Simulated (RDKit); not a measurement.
Input file for RDKit: UFF on HCl (SMILES Cl).

```python
from rdkit import Chem
from rdkit.Chem import AllChem, rdDetermineBonds

blocks = [
'''2

Cl    2.12576600    0.02408100    0.00315600
H     0.92223800   -0.44463500   -0.09824700
''',
]
mol = None
for b in blocks:
    f = Chem.MolFromXYZBlock(b)
    rdDetermineBonds.DetermineBonds(f, charge=0)
    mol = f if mol is None else Chem.CombineMols(mol, f)
Chem.SanitizeMol(mol)
print(Chem.MolToSmiles(Chem.RemoveHs(mol)))
ff = AllChem.UFFGetMoleculeForceField(mol, vdwThresh=100.0, ignoreInterfragInteractions=False)
e = ff.CalcEnergy()
print(f'UFF energy {e:.6f} kcal/mol')
```

Program output:

```
Cl
UFF energy 1.368055 kcal/mol
```

The run finished.

Cost: very roughly 0.04 core-seconds.
